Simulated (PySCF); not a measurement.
# NaSi: from constants to spectrum

UHF-CCSD(T) constants of NaSi, ⁴Σ⁻ (quartet), unpaired electrons σ ↑, π ↑↑ (PySCF, spin-free X2C with a Gaussian nucleus, basis sets Na jorge-DZP-DKH, Si jorge-DZP-DKH; masses 22.9898 and 27.9769 u):

```
ωe              : 260.7 cm⁻¹
ωexe            : 1.38 cm⁻¹
Be              : 0.18017 cm⁻¹
αe              : 0.00138 cm⁻¹
D (centrifugal) : 3.44e-07 cm⁻¹
De to Na + Si   : 1.28 eV
```

Question: Give the vibrational terms G(v) and spacings up to v = 6.

Answer: G(v) = ωe(v+½) − ωexe(v+½)².

| v | G(v) (cm⁻¹) | G(v) − G(v−1) | Bv (cm⁻¹) |
| --- | --- | --- | --- |
| 0 | 130.0 |  | 0.1795 |
| 1 | 387.9 | 257.9 | 0.1781 |
| 2 | 643.1 | 255.2 | 0.1767 |
| 3 | 895.5 | 252.4 | 0.1753 |
| 4 | 1145.2 | 249.7 | 0.1740 |
| 5 | 1392.1 | 246.9 | 0.1726 |
| 6 | 1636.2 | 244.1 | 0.1712 |

Question: How well does the Morse estimate ωe²/(4ωexe) reproduce De, and what is D0?

Answer: It gives 1.53 eV, 119 % of the computed De. D0 = De − G(0) = 1.28 − 0.02 = 1.26 eV.

Correlated steps freeze 6 core orbitals. Correlated levels converge slowly with the basis: in double zeta they bind strong bonds too weakly, by up to about 1 eV, and carry superposition errors of some tenths. The state is the lowest determinant that a PBE0 search found; another state may lie lower at other levels.
